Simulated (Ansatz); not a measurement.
C₂H₄O₂S, SMILES O=C(O)CS: vertical spin-state energies, run with Ansatz's Python interface.

Script `c2h4o2s.py`:
```python
'''Vertical spin-state energies of C2H4O2S.'''

import ansatz as az

GEOMETRY = '''
O     1.35220   -1.39970    0.66940
C     0.65140   -0.40990    0.24180
O     1.09840    0.85050    0.36690
C    -0.57400   -0.47780   -0.51330
S    -1.88620    0.63940    0.15610
H     1.97380    0.74630    0.86720
H    -1.00880   -1.50670   -0.43650
H    -0.42430   -0.23780   -1.56860
H    -1.09390    1.74950    0.19990
'''

mol = az.Crystal.molecule()
for line in GEOMETRY.strip().splitlines():
    symbol, *xyz = line.split()
    mol = mol.atom(symbol, [float(v) for v in xyz])

job = (
    mol.calculation()
    .basis(gaussian='def2-SVP')
    .functional('PBE0', dispersion='d4')
)
found = {}
for unpaired in [0, 2, 4]:
    rep = job.spin('collinear', total=unpaired).run(threads=1).report
    s = unpaired / 2
    found[unpaired] = rep['free_energy_ev']
    print(f'2S+1 = {unpaired + 1}: E = {found[unpaired]:.5f} eV, <S^2> = {abs(rep["mean_field"]["state"]["spin_squared"]):.3f} (pure state {s * (s + 1):.2f})')
lowest = min(found, key=found.get)
for unpaired, e in found.items():
    print(f'multiplicity {unpaired + 1}: {(e - found[lowest]):.3f} eV above the lowest')
```

Which spin state is lowest at this geometry, and how far above lie the others?

In order: multiplicity 1 (+0.00 eV), multiplicity 3 (+4.25 eV) and multiplicity 5 (+9.93 eV), all at the one geometry.

What the script printed:

`python c2h4o2s.py` gives:
```text
2S+1 = 1: E = -17050.06378 eV, <S^2> = 0.000 (pure state 0.00)
2S+1 = 3: E = -17045.81317 eV, <S^2> = 2.009 (pure state 2.00)
2S+1 = 5: E = -17040.13578 eV, <S^2> = 6.010 (pure state 6.00)
multiplicity 1: 0.000 eV above the lowest
multiplicity 3: 4.251 eV above the lowest
multiplicity 5: 9.928 eV above the lowest
```

What to keep in mind:
- Total energies depend on the basis set; only differences at equal settings carry meaning.
- The geometry is a force-field or estimated start, not a minimum of this method, and the basis set is short of its limit. All parts are taken at fixed geometry, without zero-point energy.
- The whole script took 24 s on 1 thread of Intel(R) Xeon(R) Platinum 8375C CPU @ 2.90GHz (Ice Lake) (shared host), peak memory 0.32 GiB.
